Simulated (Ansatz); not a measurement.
`C=CCO` + H• → `C=CC[O]`• + H₂  (hydrogen abstraction from the O–H bond)

Calculated with Ansatz (gas phase, PBE0-D4/def2-TZVP geometries, no zero-point term in ΔE). CBS: MP2 limit from def2 TZ/QZ plus the TZ coupled-cluster correction, frozen cores. This one scheme is used for every species, atoms too. Functionals use def2-TZVPP. Open shells (•) are unrestricted, without spin–orbit coupling. Each species was taken in one conformer, which may not be the lowest.

`C=CCO`:

Z-matrix (Å, degrees):
```
C
C 1 1.492
O 1 1.415 2 112.1
H 1 1.099 2 109.9 3 -124.6
H 1 1.094 2 110.3 3 117.1
C 2 1.326 1 124.1 3 122.6
H 2 1.088 1 115.7 3 -56.1
H 3 0.961 1 107.6 2 -55.7
H 6 1.086 2 121.2 1 0.9
H 6 1.084 2 121.9 1 -179.7
```

`C=CC[O]`•:

Cartesian coordinates in Å:
```
C -0.743 -0.587 -1.038
C -0.516 0.238 -0.028
C 0.775 0.276 0.728
O 0.657 0.312 2.079
H 0.011 -1.296 -1.369
H -1.687 -0.590 -1.571
H -1.279 0.935 0.308
H 1.471 -0.512 0.394
H 1.310 1.225 0.498
```

H₂:

Cartesian coordinates in Å:
```
H -0.082 -0.126 0.342
H 0.082 0.126 -0.342
```

| level | ΔE (eV) |
| --- | --- |
| r2SCAN0 | -0.05 |
| CCSD(T)/def2-TZVPP | 0.15 |

(1) What does CCSD(T)/CBS give? (An estimate is asked.)

(2) What do rigid-rotor, harmonic-oscillator terms from PBE0-D4/def2-TZVP frequencies (298.15 K, 1 bar) make of the CCSD(T)/CBS value? (Best estimate.)

Largest T1 diagnostic among the species: 0.020.

Answers

(1) The calculation gave: +0.21 eV. The listed levels differ from it by -0.26, -0.06 eV.

(2) Computed: ΔZPE = -0.13 eV, ΔH = +0.10 eV, ΔS = 17 J/(mol·K), ΔG = +0.05 eV. Open shells count their whole term as degenerate.

In def2-TZVPP, CCSD(T) changes the Hartree–Fock value by +0.36 eV (the triples alone add +0.06 eV) and MP2 by +0.81 eV. From BLYP to BHLYP (50 % exact exchange), in def2-TZVPP and without D4, ΔE moves by +0.04 eV.
